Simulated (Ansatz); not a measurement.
We consider 2H MoS₂, described by PBE (Ansatz, a program for electronic structure, plane waves, PAW).

Settings: plane-wave cutoff 500 eV, 12×12×4 k mesh (along the axes of the cell as run), gaussian smearing 0.02 eV, scalar-relativistic PAW data made under PBE.

Computed at the level's own relaxed cell.

**Question.** Predict the volume per atom, equilibrium lattice constant a and lattice parameter c.

**Answer.** 
* **volume per atom**: 21.66 Å³/atom
* **equilibrium lattice constant a**: 3.185 Å
* **lattice parameter c**: 14.791 Å

Measured, for comparison: lattice constant a 3.16 Å, lattice parameter c 12.294 Å (300 K, no zero-point or thermal correction; as tabulated in arXiv:1605.07067). Computed (rounded) less measured: lattice constant a +0.8 %, lattice parameter c +20.3 %.

Note: the cell comes from a level without a dispersion term, which matters for the spacing of layers, chains or molecules; the cell has widely spaced layers and the level no dispersion term, so their spacing and the moduli can rest on weak binding.

Computed values are for the static lattice.
